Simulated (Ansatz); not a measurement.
# N2O (SMILES N#[N+][O-]) at 6 levels

Wanted: a comparison of 6 runs (HSE06/STO-3G, PBE0/STO-3G, SVWN5/STO-3G, wB97X/STO-3G, UMP2/STO-3G, CCSD(T)/STO-3G) of N2O. 

The calculation is run with Ansatz 0.2.0.

30 further runs of the same task are left out: 6 that didn't finish, 24 set aside as unsound or not needed.

## (1) The structure to begin with

N2O has 3 atoms, charge 0, and is taken as a singlet. SMILES: `N#[N+][O-]`. The O3–N2 distance was set to 2.349 Å, away from the relaxed value. At this shape a bond of the SMILES string is far longer than usual.

Bond lengths: N1–N2 1.118 Å. A long bond or contact: N2–O3 2.349 Å.

## (2) The energy at HSE06/STO-3G (run 1)

job.yaml reads:

```yaml
crystal:
  periodic: [false, false, false]
  atoms:
    - {symbol: "N", position_ang: [-1.040209, 2.035618, -0.341403]}
    - {symbol: N, position_ang: [-0.536909, 1.050818, -0.176303]}
    - {symbol: O, position_ang: [0.520100, -1.017800, 0.170700]}
basis:
  gaussian: {orbitals: STO-3G}
hamiltonian: {xc: hse06}
accuracy: high
```

On the command line:

```console
$ ansatz run job.yaml --threads 1 --pin off --max-ram 2610MiB --events-out events.jsonl --progress --plain --runs-dir runs
```

The log of the run:

```text
Warning: RAYON_NUM_THREADS=1 ignored (pool sized by the plan → 1); use --threads N
Functional definition: HSE06
  name "HSE06"
  parameter a = 0.25
  parameter omega = 0.11/bohr
  exchange = pbe_x - a*pbe_x_sr(omega) + a*exact_x_sr(omega)
  correlation = pbe_c
235 factors; integrals over basis functions are off by at most 2.3e-8 eV
46 factors; integrals over basis functions are off by at most 4.1e-10 eV
mean field evaluation 1: about -4946.5644 eV, gradient 8.1e0 eV
mean field evaluation 2: about -4946.8137 eV, gradient 6.7e0 eV
mean field evaluation 4: about -4946.9995 eV, gradient 6.5e-1 eV
mean field evaluation 8: about -4946.9659 eV, gradient 2.1e-3 eV
mean field evaluation 16: about -4946.9659 eV, gradient 4.2e-7 eV
mean field evaluation 32: about -4946.9659 eV, gradient 3.8e-8 eV
mean field -4946.96590184 eV, -181.7976437187 hartree, gradient 3.8e-8 eV, S^2 0.000000; 4 other end points of the search recorded, 0 dependent functions left out
reference -4946.96590280 eV, -181.7976437540 hartree; 11, 11 occupied and 4, 4 virtual orbitals, 235 factors
Total energy: -4946.96590280 eV, -181.7976437540 hartree
```

Run time: 1.3 s. Hardware: 1 thread of Intel Xeon Platinum 8375C at 2.90GHz (Ice Lake), shared host.

## (3) A single-point energy at PBE0/STO-3G (run 2)

job.yaml reads:

```yaml
crystal:
  periodic: [false, false, false]
  atoms:
    - symbol: N
      position_ang: [-1.040209, 2.035618, -0.341403]
    - symbol: "N"
      position_ang: [-0.536909, 1.050818, -0.176303]
    - symbol: O
      position_ang: [0.520100, -1.017800, 0.170700]
basis:
  gaussian: {orbitals: STO-3G}
hamiltonian: {xc: {name: PBE0}}
accuracy: high
```

On the command line:

```console
$ ansatz run job.yaml --threads 1 --pin off --max-ram 2610MiB --events-out events.jsonl --progress --plain --runs-dir runs
```

The log of the run:

```text
Warning: RAYON_NUM_THREADS=1 ignored (pool sized by the plan → 1); use --threads N
Functional definition: PBE0
  name "PBE0"
[... 1 set-up line as earlier in the session ...]
  parameter kappa = 0.804
  parameter beta = 0.06672455060314922
  exchange = (1 - a)*pbe_x(kappa = kappa, mu = beta*pi^2/3) + a*exact_x
  correlation = pbe_c(beta = beta)
235 factors; integrals over basis functions are off by at most 2.3e-8 eV
mean field evaluation 1: about -4946.7106 eV, gradient 8.7e0 eV
mean field evaluation 2: about -4947.0876 eV, gradient 6.3e0 eV
mean field evaluation 4: about -4947.2168 eV, gradient 3.8e-1 eV
mean field evaluation 8: about -4947.1815 eV, gradient 1.7e-3 eV
mean field evaluation 16: about -4947.1815 eV, gradient 2.1e-7 eV
mean field evaluation 32: about -4947.1815 eV, gradient 1.5e-8 eV
mean field -4947.18145131 eV, -181.8055650157 hartree, gradient 1.5e-8 eV, S^2 0.000000; 4 other end points of the search recorded, 0 dependent functions left out
reference -4947.18145203 eV, -181.8055650422 hartree; 11, 11 occupied and 4, 4 virtual orbitals, 235 factors
Total energy: -4947.18145203 eV, -181.8055650422 hartree
```

Wall time 0.85 s (1 thread of Intel Xeon Platinum 8375C at 2.90GHz (Ice Lake), shared host); peak memory 0.096 GiB.

Runs 3 to 5 aren't shown in full; the table further down has their settings and results.

## (4) The energy at CCSD(T)/STO-3G (run 6)

input.yaml reads:

```yaml
crystal:
  periodic: [false, false, false]
  atoms:
    - {symbol: "N", position_ang: [-1.040209, 2.035618, -0.341403]}
    - {symbol: "N", position_ang: [-0.536909, 1.050818, -0.176303]}
    - {symbol: O, position_ang: [0.520100, -1.017800, 0.170700]}
basis:
  gaussian: {orbitals: STO-3G}
correlation: {method: ccsd_t, frozen_orbitals: {"N": 1, O: 1}}
accuracy: high
scf: {omitted_lower_state_checks: [cluster_reference, increment]}
```

On the command line:

```console
$ ansatz run input.yaml --threads 1 --pin off --max-ram 2610MiB --events-out events.jsonl --progress --plain --runs-dir runs
```

The log of the run:

```text
Warning: RAYON_NUM_THREADS=1 ignored (pool sized by the plan → 1); use --threads N
[... 13 lines left out ...]
3 core orbitals not correlated: weight in the atoms' cores, before any rotation towards them, 1.000 or more for the frozen orbitals, at most 0.000 for the correlated occupied ones
[... 45 lines left out ...]
Total energy: -4935.31225964 eV, -181.3693802668 hartree
Checks for a lower state left out: cluster_reference, increment
```

Wall time 0.45 s (1 thread of Intel Xeon Platinum 8375C at 2.90GHz (Ice Lake), shared host).

## (5) The series

| run | level | frozen core orbitals | energy (Eh) | wall time |
| --- | --- | --- | --- | --- |
| 1 | HSE06/STO-3G | – | -181.797644 | 1.3 s |
| 2 | PBE0/STO-3G | – | -181.805565 | 0.85 s |
| 3 | SVWN5/STO-3G | – | -180.508274 | 0.83 s |
| 4 | wB97X/STO-3G | – | -181.968033 | 5.7 s |
| 5 | UMP2/STO-3G | 3 | -181.415126 | 1.5 s |
| 6 | CCSD(T)/STO-3G | 3 | -181.369380 | 0.45 s |

## (6) What came out

| quantity | value |
| --- | --- |
| run 6: total energy | -181.36938 Eh |
| run 6: correlation energy (3 core orbitals frozen) | -202.8 mEh |
| run 6: (T) correction | -1.98 mEh |
| run 6: T1 diagnostic | 0.003 |

Totals of different functionals can't be ranked against each other. In run 6 the log says that unrestricted orbitals would lower the reference, so the values rest on an unstable closed-shell determinant (other closed-shell runs at this shape may share the fault). In runs 1, 2, 3, 4, 5, 6 the basis is minimal, so the values are rough. In runs 1, 2, 3, 4, 6 a closed-shell determinant meets a far-stretched bond, which it describes badly. Spin contamination of the reference: run 5 ⟨S²⟩ = 1.00. Where it is this large, the reference is a mixture of spin states, and values that rest on it are in doubt. All runs together took 11 s, the longest 5.7 s.
